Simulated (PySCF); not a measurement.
**NF3 (nitrogen trifluoride): HF/pc-0 (preoptimised minimum)**

We compute an optimisation with harmonic vibrations of NF3 (nitrogen trifluoride). The job is set up through a Python script.

The calculation is run with PySCF 2.14.0.

### Step 1. The system as given

NF3: 4 atoms, total charge 0, spin state singlet. SMILES: `FN(F)F`. The coordinates come from a PBE0-D4/def2-TZVP symmetrised relaxation. The run starts from this shape.

Bond lengths: F1–N2 1.360 Å, N2–F3 1.360 Å, N2–F4 1.361 Å. Angles: F1–N2–F3 102.1°, F1–N2–F4 102.1°, F3–N2–F4 102.1°.

### Step 2. An optimisation with harmonic vibrations at HF/pc-0 (preoptimised minimum)

Contents of run.py:

```python
import numpy
from pyscf import gto, symm
from pyscf.hessian import thermo
from pyscf.geomopt.geometric_solver import kernel as optimise

mol = gto.M(
    atom='F 0.638974 -0.004904 1.048136; N 0.378275 -0.079337 -0.284966; F -0.611317 -1.011735 -0.331035; F -0.306545 1.075116 -0.507007',
    charge=0,
    verbose=3,
    max_memory=1860,
    basis='pc-0',
)

mf = mol.RHF()
mf.conv_tol = 1e-10
converged, mol_eq = optimise(mf, maxsteps=60, convergence_set='GAU_TIGHT')
print('converged:', converged)
print(mol_eq.tostring())

mf.reset(mol_eq)
mol = mol_eq
mf.kernel()
if not mf.converged:
    mf = mf.newton().run(mf.mo_coeff, mf.mo_occ)
e_final = mf.e_tot
print('E(%s) = %.9f' % ('HF', e_final))
hess = mf.Hessian().kernel()
modes = thermo.harmonic_analysis(mol, hess)
print('frequencies (1/cm)', numpy.round(modes['freq_wavenumber'], 1))
symm.geom.TOLERANCE = 1e-3  # for the symmetry number
th = thermo.thermo(mf, modes['freq_au'], 298.15, 101325)
thermo.dump_thermo(mol, th)
```

On the command line:

```sh
$ OMP_NUM_THREADS=1 python run.py
```

**Question.** What will come out? Wanted: total energy; dipole moment; HOMO energy; LUMO energy; HOMO–LUMO gap; lowest harmonic wavenumber; highest harmonic wavenumber; zero-point energy; ideal-gas entropy at 298.15 K.

Answer, from the run:

Level: HF/pc-0 (preoptimised minimum).

```
                                                 quantity             value
                                             total energy     -351.35818 Eh
                                            dipole moment            0.50 D
                                              HOMO energy         -15.10 eV
                                              LUMO energy           5.02 eV
                                            HOMO–LUMO gap          20.12 eV
                               lowest harmonic wavenumber          473 cm⁻¹
                              highest harmonic wavenumber         1219 cm⁻¹
                                        zero-point energy       30.5 kJ/mol
ideal-gas entropy at 298.15 K (symmetry number 3 as used)  62.4 cal/(mol K)
```

**Reading.** At the final geometry: Bond lengths: F1–N2 1.405 Å, N2–F3 1.405 Å, N2–F4 1.405 Å. Angles: F1–N2–F3 103.2°, F1–N2–F4 103.2°, F3–N2–F4 103.2°. All 6 modes are real, so the shape is a minimum at this level. Mulliken charges run from -0.17 on F1 to +0.49 on N2.
